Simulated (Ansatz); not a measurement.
A made-up structure of NaHS₂, singlet:

```xyz
4
angstrom
Na -0.9305 -0.9470 0.6044
S 0.7233 0.6001 1.6902
S -0.3675 0.5017 -0.7923
H 0.5747 -0.1548 -1.5022
```

It is relaxed with PBE-D4/def2-SVP and then PBE0-D4/def2-TZVP (Ansatz 0.2.0). Atoms count as bonded within 1.22 times the sum of their covalent radii (H–H: 0.88 Å). The end point is not checked to be a true minimum.

Problem. Does its bonding change? (Judge from chemistry; the calculation decides.)

Solution. By the calculation: Yes. Formed: S2–S3; broken: none.

Where it ends: The first stage lowers the energy by 2.04 eV in 9 steps. It ends as NaHS₂ ([Na]1[S][SH]1):
```xyz
4
angstrom
Na -1.1604 -1.2223 0.9466
S 0.6188 0.5300 1.2105
S -0.1823 0.6883 -0.7132
H 0.7238 0.0041 -1.4439
```

Labels in which every atom is bracketed show which atoms are joined, not bond orders.

For scale, one of the runs: PBE0-D4/def2-TZVP relaxation, 112 basis functions, launched by `ansatz run in.yaml --threads 2 --pin off --events-out ev --progress --plain --max-ram 4352MiB`. The run took about 9 s on 2 CPU threads of an Arm Neoverse V2 (shared host).
